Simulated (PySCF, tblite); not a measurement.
# water and chloride

A gas-phase complex of water and chloride; charge -1, singlet. The structure comes from a short search (6 tight-binding starts) and was relaxed by PBE0-D3(BJ)/def2-TZVPD; another way of binding may lie lower. Frequencies by PBE0-D3(BJ)/def2-TZVPD show no clear imaginary mode.

Parts: 1 = water (O), atoms 1–3; 2 = chloride ([Cl-]), atoms 4, charge -1.

```csv
atom,part,x (Å),y (Å),z (Å)
O1,1,0.074,0.330,-0.010
H2,1,-0.733,-0.064,0.327
H3,1,0.605,-0.479,-0.227
Cl4,2,1.370,-2.437,-0.524
```

Contacts between parts, classed by geometry: H3···Cl4 2.124 Å (hydrogen bond, 167°).

Interaction energies are complex less parts, with the parts frozen as they stand in it; counterpoise-corrected, in kcal/mol (PySCF). The CCSD(T) estimate is Hartree-Fock/aug-cc-pVQZ, plus the MP2 correlation part extrapolated as X⁻³ from aug-cc-pVTZ and aug-cc-pVQZ, plus CCSD(T) less MP2 in aug-cc-pVDZ; noble-gas cores are frozen. It isn't the exact limit.

```tsv
level	interaction	superposition error removed
Hartree-Fock/aug-cc-pVQZ	-12.41	-
wB97M-D3(BJ)/def2-TZVPD	-15.14	-0.08
PBE0-D3(BJ)/def2-TZVPD	-16.16	-0.09
MP2/aug-cc-pVQZ	-15.51	-0.45
```

Question: What does CCSD(T) at its estimated basis limit give, and which of these levels comes nearest?

Answer: -15.37 kcal/mol. MP2/aug-cc-pVQZ is nearest, off by -0.14; the errors are Hartree-Fock/aug-cc-pVQZ +2.96, wB97M-D3(BJ)/def2-TZVPD +0.24, PBE0-D3(BJ)/def2-TZVPD -0.79, MP2/aug-cc-pVQZ -0.14.

Question: What holds them together? Decompose the wB97M-D3(BJ)/def2-TZVPD energy: frozen parts, their antisymmetrised product, then relaxation.

Answer: electrostatic -19.9, Pauli repulsion +14.2, orbital relaxation -8.8, dispersion correction -0.7 kcal/mol, which sum to the value before the counterpoise correction; the Pauli term holds the exchange-correlation of the frozen density too. Of the attraction, 68 % is electrostatic, 30 % is orbital relaxation, 2 % is dispersion correction.

The parts were also relaxed and run alone, at the levels used for the complex: vibrations by PBE0-D3(BJ)/def2-TZVPD; shieldings by PBE0/aug-pcSseg-2; core levels by delta-SCF with SCAN, aug-pcX-2 on the ionised atom and aug-pcseg-1 elsewhere, spin-free X2C (2p3/2 is the spin-free 2p value less a third of a first-order spin-orbit splitting).

Question: What does binding change?

Answer: 
| property | alone | in the complex | change |
| --- | --- | --- | --- |
| O1–H3 bond (Å) | 0.960 | 0.991 | +0.031 |
| stretch carried by H3 (cm⁻¹, harmonic) | 3849, 3954 | 3321 | -580 from the mean |
| its infrared intensity (km/mol) | 5, 66 | 1177 |  |
| shielding of H3 (ppm) | 30.88 | 24.49 | -6.39 |
| shielding of Cl4 (ppm) | 1149.3 | 1102.2 | -47.0 |
| shielding of O1 (ppm) | 327.8 | 293.8 | -34.0 |
| O1 1s core level (eV) | 539.79 | 533.81 | -5.97 |
| Cl4 2p3/2 core level (eV) | 196.90 | 197.69 | +0.79 |

Density functionals tend to overstate the lengthening and the red shift of so strongly bound an X–H bond.
